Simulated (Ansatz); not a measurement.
We consider rock-salt MgS, described by B3LYP (VWN-RPA form) (Ansatz, a program for electronic structure, plane waves, PAW).

Numerical settings: plane-wave cutoff 520 eV, 10×10×10 k mesh, scalar-relativistic PAW data made under PBE.

Computed at the level's own relaxed cell.

### Question
Predict the Voigt–Reuss–Hill shear modulus (Hill average), elastic constant C11, Young modulus, Voigt–Reuss–Hill bulk modulus, Poisson ratio, elastic constant C12 and elastic constant C44.

### Answer

Voigt–Reuss–Hill shear modulus (Hill average): 51.9 GPa
elastic constant C11: 131 GPa
Young modulus: 126 GPa
Voigt–Reuss–Hill bulk modulus: 74.8 GPa
Poisson ratio: 0.218
elastic constant C12: 46.4 GPa
elastic constant C44: 59.2 GPa

Elastic constants are with the ions relaxed.

Static lattice: no zero-point or thermal effects.
